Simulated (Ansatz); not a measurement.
Mulliken charges of C3H4ClF (`C=CC(F)Cl`) from PBE/def2-TZVPP in Ansatz (PBE0-D4/def2-TZVP geometry).

```tsv
atom	x (Å)	y (Å)	z (Å)	charge (e)
C1	0.203	0.491	1.314	-0.191
C2	-0.485	-0.025	0.309	-0.135
C3	0.130	-0.455	-0.973	0.185
F4	1.472	-0.262	-0.983	-0.155
Cl5	-0.593	0.460	-2.332	-0.127
H6	1.275	0.636	1.249	0.104
H7	-0.290	0.785	2.231	0.104
H8	-1.559	-0.170	0.367	0.108
H9	-0.065	-1.506	-1.199	0.105
```

Problem. By hand: the dipole of these point charges (1 e Å = 4.8032 D).

Solution. Σ q r = (-0.175, -0.221, 0.251) e Å, of length 0.377 e Å = 1.81 D.

Problem. How does the dipole of the full density compare? (An estimate is asked.)

Solution. Computed: (-0.155, -0.174, 0.319) e Å, 1.90 D; the point charges give 0.95 times that, at 12° from its direction.

Point charges leave out the atoms' own dipoles, such as those of lone pairs, and Mulliken's split depends on the basis, so the close match here is no proof of good charges.
